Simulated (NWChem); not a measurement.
System: hydrogen isocyanide (CHN); SMILES [NH+]#[C-]

The following NWChem deck was run.

```
start job
memory heap 200 mb stack 900 mb global 1100 mb
geometry units angstroms noautosym nocenter noautoz
  C      0.000000     0.000000     0.755342
  N      0.000000     0.000000    -0.428830
  H      0.000000     0.000000    -1.441298
end
basis spherical
  * library def2-svp
end
dft
  xc m06-2x
  iterations 150
end
cosmo
  do_cosmo_smd true
  solvent water
end
task dft energy
```

The geometry was optimised at PBE-D3(BJ)/def2-SVP. Solvent: water.

Level: M06-2X/def2-SVP with SMD (1 M gas to 1 M solution), gas-phase geometry.

Problem. Give the results of this calculation. (M06-2X/def2-SVP, SMD on the gas-phase geometry.) Quantities: solvation free energy (kcal/mol); cavity-dispersion-structure term (kcal/mol); dipole in solution (D).

Solution. solvation free energy (kcal/mol): -0.6
cavity-dispersion-structure term (kcal/mol): 6.6
dipole in solution (D): 3.89
